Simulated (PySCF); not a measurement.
## Deprotonation sites of cyclobutanone

Molecule: `O=C1CCC1` (C4H6O). Coordinates in Å; atoms count from 1 in this order:
```
O     2.3278   -0.1886   -0.2524
C     1.1422   -0.0910   -0.1241
C     0.1139    0.9367   -0.5840
C    -0.9817    0.0772    0.0951
C     0.0823   -0.9490    0.5583
H     0.2807    1.9403   -0.1610
H     0.0526    1.0362   -1.6796
H    -1.5102    0.5827    0.9147
H    -1.7293   -0.3305   -0.5986
H     0.2312   -1.0432    1.6460
H     0.0026   -1.9641    0.1375
```

Level of theory: ωB97X-D3(BJ)/ma-def2-TZVP single points in PySCF, grid level 2; every species was optimised with PBE0-D3(BJ)/ma-def2-SVP. Zero-point and thermal terms (298.15 K, 1 bar) come from unscaled PBE0-D3(BJ)/ma-def2-SVP harmonic frequencies, with soft modes damped to free rotors in the entropy.

```tsv
site	product	ΔH(acid) / kJ/mol	ΔG(acid) / kJ/mol	gas share	above best in cyclohexane / kJ/mol
C3 (carbon α to the carbonyl-type group)	O=C1[CH-]CC1	1551	1520	> 99.9 %	0.0
C4 (methylene carbon)	O=C1C[CH-]C1	1679	1648	< 0.1 %	129.9
```

ΔH and ΔG refer to AH → A⁻ + H⁺ in the gas phase. Shares are Boltzmann weights among the listed products; an error of 10 kJ/mol changes a ratio about 56-fold. Sites whose products fell apart, merged with another or lost in a GFN2-xTB screen aren't listed. Values in solvent are IEF-PCM free energies relative to the most favourable product.

Among these, C3 (carbon α to the carbonyl-type group) wins by 128 kJ/mol in gas-phase free energy over C4.

In cyclohexane the product from C3 is solvated 116 kJ/mol more strongly than the parent (electrostatics only).

Vertical detachment energies of the anions: `O=C1C[CH-]C1` 1.28 eV.

Measured values (NIST Chemistry WebBook, evaluated or the median of agreeing entries): deprotonation enthalpy (ΔH) 1536 kJ/mol (computed 1551, difference 15); gas-phase acidity (ΔG) 1502 kJ/mol (computed 1520, difference 18). These are compared with the most favourable site that keeps the skeleton.

Hardware: 1 thread of Intel Xeon 6975P-C, shared with other jobs. Command: `OMP_NUM_THREADS=1 python redox_run.py task.json out`. Structures, frequencies and single points: 9.3 min.
